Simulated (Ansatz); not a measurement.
Reaction (SMILES): CCl (CH3-Cl) → [CH2-]Cl + H+
B3LYP-D3(BJ)/def2-TZVP geometries, fixed; electronic energies without zero-point terms.
Largest species:
```xyz
5

C      0.0082     0.0133    -1.1337
Cl    -0.0048    -0.0077     0.6605
H      0.0175     1.0478    -1.4634
H      0.8997    -0.5040    -1.4752
H     -0.8852    -0.4920    -1.4879
```
Charge 0, spin multiplicity 1.

Basis-set convergence of the deprotonation energy at HF with Ansatz (a program for electronic structure). Cartesian d functions, on some or all atoms, in 6-31G*, 6-31+G*, 6-311G**, 6-311+G**; all else is spherical. No added dispersion term, no relativity. Functions are those of the species that has most. Reference: the value in aug-pcseg-3, 410.70 kcal/mol, itself unsure by roughly 0.13 kcal/mol (its mean distance from aug-cc-pV(Q+d)Z, def2-QZVPPD). Deviations are taken from unrounded values.

```tsv
basis	functions	deprotonation energy (kcal/mol)
6-31G*	40	419.26
6-31+G*	48	409.32
def2-SVP	47	419.63
def2-SVPD	71	410.06
pcseg-1	47	410.11
aug-pcseg-1	77	407.32
cc-pV(D+d)Z	52	415.61
aug-cc-pV(D+d)Z	82	407.40
6-311G**	63	412.72
6-311+G**	71	409.21
def2-TZVP	86	412.58
def2-TZVPD	110	410.41
pcseg-2	106	411.98
aug-pcseg-2	165	410.46
cc-pV(T+d)Z	111	413.85
aug-cc-pV(T+d)Z	170	410.11
def2-TZVPP	115	412.81
def2-TZVPPD	139	410.68
cc-pV(Q+d)Z	209	412.20
aug-cc-pV(Q+d)Z	307	410.44
def2-QZVPP	217	411.30
def2-QZVPPD	241	410.69
pcseg-3	223	410.98
aug-pcseg-3	321	410.70
```

What the diffuse functions change, pair by pair:
- 6-31G* to 6-31+G*: 8 more functions, deviation 8.57 to -1.38 kcal/mol
- def2-SVP to def2-SVPD: 24 more functions, deviation 8.94 to -0.63 kcal/mol
- pcseg-1 to aug-pcseg-1: 30 more functions, deviation -0.59 to -3.38 kcal/mol
- cc-pV(D+d)Z to aug-cc-pV(D+d)Z: 30 more functions, deviation 4.91 to -3.30 kcal/mol
- 6-311G** to 6-311+G**: 8 more functions, deviation 2.02 to -1.48 kcal/mol
- def2-TZVP to def2-TZVPD: 24 more functions, deviation 1.89 to -0.29 kcal/mol
- pcseg-2 to aug-pcseg-2: 59 more functions, deviation 1.29 to -0.24 kcal/mol
- cc-pV(T+d)Z to aug-cc-pV(T+d)Z: 59 more functions, deviation 3.15 to -0.59 kcal/mol
- def2-TZVPP to def2-TZVPPD: 24 more functions, deviation 2.12 to -0.02 kcal/mol
- cc-pV(Q+d)Z to aug-cc-pV(Q+d)Z: 98 more functions, deviation 1.50 to -0.25 kcal/mol
- def2-QZVPP to def2-QZVPPD: 24 more functions, deviation 0.61 to 0.00 kcal/mol
- pcseg-3 to aug-pcseg-3: 98 more functions, deviation 0.28 to 0.00 kcal/mol

Leaving out the reference's own pair, they bring the value nearer the reference by more than 0.13 kcal/mol in 10 of 11 pairs.
